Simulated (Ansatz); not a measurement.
The first iterations of a band of BClH4S (7 atoms, charge 0, multiplicity 1).

All numbers below come from Ansatz, RKS BLYP/def2-SVP.

```yaml
movable_images: 7
climbing_image: yes
spring: 5.0 eV/Å²
optimiser: quadratic models (default)
start_path: through a guess of the saddle point
force_threshold: 0.5 eV/Å
iteration_limit: 60
end_points: relaxed
```

Initial state:

```xyz
7
Properties=species:S:1:pos:R:3
B 0.034 -0.040 0.109
Cl -0.608 0.605 1.701
H 1.222 0.126 -0.086
H -0.723 0.045 -0.838
S 0.071 -2.206 0.247
H -1.174 -2.428 0.769
H 0.659 -2.352 1.472
```

Final state:

```xyz
7
Properties=species:S:1:pos:R:3
B 0.163 -0.577 -0.539
Cl -0.173 0.164 3.062
H 1.235 -0.025 -0.592
H -0.876 -0.047 -0.843
S 0.212 -2.289 0.006
H -1.123 -2.578 -0.052
H 0.045 -0.897 2.333
```

| iteration | highest image above the first end (eV) | largest band force component (eV/Å) |
| --- | --- | --- |
| 1 | 3.307 | 9.995 |
| 2 | 1.485 | 4.618 |

Q: Does the band converge within its limit, and where does its top end?

A: The run converged. It ended after 5 iterations with the highest image 0.618 eV above the first end. The threshold of 0.5 eV/Å is loose, so the images may lie well off the minimum-energy path. The order of the stationary point at the top wasn't checked. The orbitals stay closed-shell, which can raise the energy where a bond breaks towards radicals; this wasn't checked here.

The run took 37 s on 2 threads of Arm Neoverse V1, on a shared host, peak memory 0.14 GiB.
